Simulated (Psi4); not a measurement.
**MP2/def2-TZVPP run of H3PO (SMILES O=[PH3])**

What is the vertical ionisation energy of H3PO at MP2/def2-TZVPP? 

The calculation is run with Psi4 1.11.

1 further run of the same task is left out (set aside as unsound or not needed).

## 1. Starting point

H3PO has 5 atoms, charge 0, and is taken as a singlet. As SMILES, `O=[PH3]`. The coordinates come from a GFN2-xTB relaxation.

Bond lengths: O1–P2 1.453 Å, P2–H3 1.388 Å, P2–H4 1.387 Å, P2–H5 1.387 Å. Angles: O1–P2–H3 115.2°, O1–P2–H4 115.3°, O1–P2–H5 115.2°, H3–P2–H4 103.2°, H3–P2–H5 103.0°, H4–P2–H5 103.2°.

## 2. The energy at MP2/def2-TZVPP

File h3op.inp:

```
memory 1600 MB

molecule {
  O     -1.381960    -0.328270     0.532950
  P     -0.058510    -0.014650     0.022530
  H      0.807060     0.564860     0.939400
  H      0.663660    -1.098320    -0.454890
  H     -0.030250     0.876380    -1.039990
  units angstrom
  symmetry c1
  no_reorient
  no_com
}

set puream true
set e_convergence 1e-09
set d_convergence 1e-08
set scf_type pk
set num_frozen_docc 6
set mp2_type conv

e, wfn = energy('mp2/def2-TZVPP', return_wfn=True)
```

Command:

```bash
$ psi4 -n 1 h3op.inp h3op.out
```

h3op.out:

```text
[...]
  Running in c1 symmetry.
[...]
  Nuclear repulsion =   66.903001425581039
[...]
  Multiplicity = 1
[...]
  Nalpha       = 13
  Nbeta        = 13
[...]
    Number of basis functions: 115
[...]
   @RHF iter   1:  -417.24598914347376   -1.70312e-01   5.00207e-03 ADIIS/DIIS
[...]
   @RHF iter  10:  -417.39768900702728   -6.66205e-11   9.04755e-09 DIIS
[...]
    Orbital Energies [Eh]
    ---------------------
    Doubly Occupied:
       1A    -80.016893     2A    -20.500157     3A     -7.554430
       4A     -5.451148     5A     -5.451141     6A     -5.450421
       7A     -1.308791     8A     -0.862570     9A     -0.616579
      10A     -0.616187    11A     -0.563753    12A     -0.447881
      13A     -0.447762
[...]
  @RHF Final Energy:  -417.39768900702728
   => Energetics <=
    Nuclear Repulsion Energy =             66.9030014255810386
    One-Electron Energy =                -710.0259554300873788
    Two-Electron Energy =                 225.7252649974790870
    Total Energy =                       -417.3976890070272816
[...]
 Multipole Moments:
 ------------------------------------------------------------------------------------
     Multipole            Electronic (a.u.)      Nuclear  (a.u.)        Total (a.u.)
 ------------------------------------------------------------------------------------
 L = 1.  Multiply by 2.5417464519 to convert [e a0] to [Debye]
 Dipole X            :         21.3119984          -19.8286317            1.4833667
 Dipole Y            :          5.0802892           -4.7299656            0.3503236
 Dipole Z            :         -8.2182165            7.6459642           -0.5722523
 Magnitude           :                                                    1.6280590
[...]
	SCS-MP2 Total Energy (a.u.)        :  -417.80167545145463
	SOS-MP2 Total Energy (a.u.)        :  -417.77129925099672
	SCSN-MP2 Total Energy (a.u.)       :  -417.55807534544482
[...]
	SOS-PI-MP2 Total Energy (a.u.)     :  -417.83356762499159
[...]
	MP2 Total Energy (a.u.)            :  -417.80015947837541
[...]
```

It took 6.6 s on 1 thread of Intel Xeon 6975P-C (Granite Rapids), shared host; peak memory 0.88 GiB.

## 3. The doublet cation

File input.json:

```json
{
 "schema_name": "qcschema_input",
 "schema_version": 1,
 "molecule": {
  "schema_name": "qcschema_molecule",
  "schema_version": 2,
  "symbols": ["O", "P", "H", "H", "H"],
  "geometry": [-2.61152592, -0.62034039, 1.00712954, -0.11056788, -0.02768449, 0.04257553, 1.52512237, 1.0674307, 1.77520872, 1.25413564, -2.075524, -0.85961752, -0.05716422, 1.65611818, -1.96529627],
  "molecular_charge": 1,
  "molecular_multiplicity": 2,
  "fix_symmetry": "c1"
 },
 "driver": "energy",
 "model": {
  "method": "mp2",
  "basis": "def2-TZVPP"
 },
 "keywords": {
  "reference": "uhf",
  "puream": true,
  "e_convergence": 1e-09,
  "d_convergence": 1e-08,
  "scf_type": "pk",
  "num_frozen_docc": 6,
  "mp2_type": "conv",
  "maxiter": 200
 }
}
```

Command:

```bash
$ psi4 --qcschema input.json -n 1 --memory 1600MB
```

stdout:

```text
[...]
                   'protocols': {'error_correction': {'default_policy': True, 'policies': None},
                                 'native_files': 'none',
[...]
  Running in c1 symmetry.
[...]
  Nuclear repulsion =   66.903001442541282
[...]
  Multiplicity = 2
[...]
  Nalpha       = 13
  Nbeta        = 12
[...]
    Number of basis functions: 115
[...]
   @UHF iter   1:  -416.84490729976170    2.30771e-01   4.11004e-03 DIIS/ADIIS
[...]
   @UHF iter  57:  -417.04938107007956   -2.76827e-11   9.63590e-09 DIIS
[...]
   @S^2 Observed:                7.600638862E-01
[...]
    Orbital Energies [Eh]
    ---------------------
    Alpha Occupied:
       1A    -80.302584     2A    -20.947350     3A     -7.846857
       4A     -5.744151     5A     -5.741881     6A     -5.741487
       7A     -1.768793     8A     -1.159160     9A     -1.021878
      10A     -0.959896    11A     -0.948894    12A     -0.829775
      13A     -0.798289
    Alpha Virtual:
      14A     -0.117727    15A     -0.072672    16A     -0.062080
      17A     -0.054239    18A      0.054824    19A      0.059861
      20A      0.157644    21A      0.170014    22A      0.180101
      23A      0.213945    24A      0.216960    25A      0.224902
[...]
  @UHF Final Energy:  -417.04938107007956
   => Energetics <=
    Nuclear Repulsion Energy =             66.9030014425412816
    One-Electron Energy =                -701.5609640236172027
    Two-Electron Energy =                 217.6085815109963733
    Total Energy =                       -417.0493810700795621
  UHF NO Occupations:
  HONO-2 :   11  A 1.9983499
  HONO-1 :   12  A 1.9976732
[...]
 Multipole Moments:
 ------------------------------------------------------------------------------------
     Multipole            Electronic (a.u.)      Nuclear  (a.u.)        Total (a.u.)
 ------------------------------------------------------------------------------------
 L = 1.  Multiply by 2.5417464519 to convert [e a0] to [Debye]
 Dipole X            :         -1.1743034            2.2501042            1.0758008
 Dipole Y            :         -0.2215322            0.5367392            0.3152070
 Dipole Z            :          0.4709809           -0.8676454           -0.3966645
 Magnitude           :                                                    1.1891365
[...]
	SCS-MP2 Total Energy (a.u.)        :  -417.38521975695068
	SOS-MP2 Total Energy (a.u.)        :  -417.36234246080937
	SCSN-MP2 Total Energy (a.u.)       :  -417.17017319370586
[...]
	SOS-PI-MP2 Total Energy (a.u.)     :  -417.41450269259769
[...]
	MP2 Total Energy (a.u.)            :  -417.37881411744507
[...]
```

The result, in JSON:

```text
{
 "driver": "energy",
 "model": {
  "method": "mp2",
  "basis": "def2-TZVPP"
 },
 "success": true,
 "return_result": -417.3788141174451,
 "properties": {
  "calcinfo_nbasis": 115,
  "calcinfo_nmo": 115,
  "calcinfo_nalpha": 13,
  "calcinfo_nbeta": 12,
  "calcinfo_natom": 5,
  "nuclear_repulsion_energy": 66.90300144254128,
  "return_energy": -417.3788141174451,
  "scf_one_electron_energy": -701.5609640236172,
  "scf_two_electron_energy": 217.60858151099637,
  "scf_dipole_moment": [1.075800846667633, 0.31520699778031935, -0.39666448247044933],
  "scf_total_energy": -417.04938107007956,
  "scf_iterations": 57,
  "mp2_same_spin_correlation_energy": -0.06863188842402326,
  "mp2_opposite_spin_correlation_energy": -0.260801158941505,
  "mp2_singles_energy": 0.0,
  "mp2_doubles_energy": -0.32943304736552825,
  "mp2_correlation_energy": -0.32943304736551227,
  "mp2_total_energy": -417.3788141174451
 }
}
```

Wall time 14 s (1 thread of Intel Xeon 6975P-C (Granite Rapids), shared host); peak memory 0.88 GiB.

## 4. Summary of results

At MP2/def2-TZVPP, 6 core orbitals frozen:

| quantity | value |
| --- | --- |
| singlet H3PO: total energy | -417.80016 Eh |
| singlet H3PO: HOMO energy (Hartree–Fock orbitals) | -12.18 eV |
| singlet H3PO: LUMO energy (Hartree–Fock orbitals) | 3.40 eV |
| singlet H3PO: HOMO–LUMO gap (Hartree–Fock orbitals) | 15.59 eV |
| singlet H3PO: correlation energy (6 core orbitals frozen) | -402.5 mEh |
| doublet cation: total energy | -417.37881 Eh |
| doublet cation: HOMO energy (Hartree–Fock orbitals) (highest over α and β) | -21.14 eV |
| doublet cation: LUMO energy (Hartree–Fock orbitals) (lowest over α and β) | -7.35 eV |
| doublet cation: correlation energy (6 core orbitals frozen) | -329.4 mEh |
| doublet cation: ⟨S²⟩ of the reference determinant | 0.760 |
| vertical ionisation energy (to the doublet cation) | 11.465 eV |

The vertical ionisation energy comes to 11.47 eV (264 kcal/mol).
